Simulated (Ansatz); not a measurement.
# [H···H···CH2], triplet: the ladder up to full CI

All five atoms lie in one plane.

Geometry: a point of a hydrogen-transfer path between rigid fragments, not a stationary point.

```xyz
5

H    -1.9753    0.0000    0.0000
H    -0.9793    0.0000    0.0000
C     0.1527    0.0000    0.0000
H     0.5672    0.0000    0.9962
H     0.5672    0.0000   -0.9962
```

Basis cc-pVDZ; Ansatz 0.2.0. Correlated methods freeze the noble-gas cores, which leaves 8 electrons in 33 orbitals. Prefix R: restricted or restricted open-shell reference; prefix U: unrestricted. Active spaces: valence = (8e, 8o) chosen from the atoms' valence shells; pair = (4e, 4o) about the gap.

Full CI is exact within this basis and frozen core; it isn't the basis-set limit. The frozen core follows each run's orbitals, which can shift R against U totals by a few meV.

For open shells CISD and CISDTQ are restricted-active-space CI with the open shells as a complete middle space.

```
UHF ⟨S²⟩                          : 2.030
T1 diagnostic (RCCSD)             : 0.0234
largest doubles amplitude (RCCSD) : 0.034
T1 diagnostic (UCCSD)             : 0.0111
```

```
   level  E − E(RHF) (eV)
     UHF          -0.2901
    RMP2          -3.9365
    UMP2          -3.9241
   RCCSD          -4.6195
   UCCSD          -4.6243
RCCSD(T)          -4.7063
UCCSD(T)          -4.7066
```

Problem. Estimate how far full CI in cc-pVDZ lies from RCCSD(T). The table doesn't fix it; the size of (T) and the diagnostics are the guide.

Solution. Full CI in cc-pVDZ lies 1.7 kJ/mol below RCCSD(T), which is 20 % of the (T) step (-8.4 kJ/mol). The diagnostics are small and one determinant leads, so the series closes fast and only a small part of (T) is left.

The other levels:

```json
{"level": "CISD", "E − E(full CI) (kJ/mol)": "27.5", "share of correlation (%)": "93.97", "wall time": "0.67 s"}
{"level": "BCCD(T)", "E − E(full CI) (kJ/mol)": "1.7", "share of correlation (%)": "99.63", "wall time": "0.67 s"}
{"level": "RCCSDT", "E − E(full CI) (kJ/mol)": "0.4", "share of correlation (%)": "99.91", "wall time": "–"}
{"level": "UCCSDT", "E − E(full CI) (kJ/mol)": "0.3", "share of correlation (%)": "99.93", "wall time": "–"}
{"level": "CISDTQ", "E − E(full CI) (kJ/mol)": "0.6", "share of correlation (%)": "99.87", "wall time": "2.1 s (H100)"}
{"level": "RCCSDT(Q)", "E − E(full CI) (kJ/mol)": "0.0", "share of correlation (%)": "99.99", "wall time": "4.8 s"}
{"level": "UCCSDT(Q)", "E − E(full CI) (kJ/mol)": "0.0", "share of correlation (%)": "100.01", "wall time": "4.4 s"}
{"level": "RCCSDTQ", "E − E(full CI) (kJ/mol)": "0.0", "share of correlation (%)": "100.00", "wall time": "7 s (H100)"}
{"level": "UCCSDTQ", "E − E(full CI) (kJ/mol)": "-0.1", "share of correlation (%)": "100.01", "wall time": "7.5 s (H100)"}
{"level": "CASSCF (pair space)", "E − E(full CI) (kJ/mol)": "398.4", "share of correlation (%)": "12.60", "wall time": "–"}
{"level": "NEVPT2 (pair space)", "E − E(full CI) (kJ/mol)": "74.3", "share of correlation (%)": "83.70", "wall time": "0.21 s"}
{"level": "MRCISD (pair space)", "E − E(full CI) (kJ/mol)": "23.2", "share of correlation (%)": "94.92", "wall time": "–"}
{"level": "MRCISD+Q (pair space)", "E − E(full CI) (kJ/mol)": "1.1", "share of correlation (%)": "99.75", "wall time": "0.46 s"}
{"level": "CASSCF (valence space)", "E − E(full CI) (kJ/mol)": "284.8", "share of correlation (%)": "37.50", "wall time": "–"}
{"level": "NEVPT2 (valence space)", "E − E(full CI) (kJ/mol)": "66.4", "share of correlation (%)": "85.43", "wall time": "1.5 s"}
{"level": "MRCISD (valence space)", "E − E(full CI) (kJ/mol)": "12.1", "share of correlation (%)": "97.34", "wall time": "–"}
{"level": "MRCISD+Q (valence space)", "E − E(full CI) (kJ/mol)": "0.9", "share of correlation (%)": "99.81", "wall time": "2.3 s"}
```

The correlation energy at full CI, counted from RHF, is -4.724 eV. That run took 19 s on 5 threads of AMD EPYC 7R13 with a whole H100 80 GB, shared host over 418,187,200 determinants.

Times hold each run's SCF and search for its determinant on a shared host, so for small cases they say little of a method's own cost; rows without a card ran on 1 thread of AMD EPYC 7R13.

The full-CI state has the irrep B1 of C2v, in the program's axes.

Natural occupations of full CI about the gap: 1.967 1.959 1.954 0.997 0.990 0.026 0.023 0.021 0.009 0.009; effectively unpaired electrons, Σ n²(2−n)², 2.03.
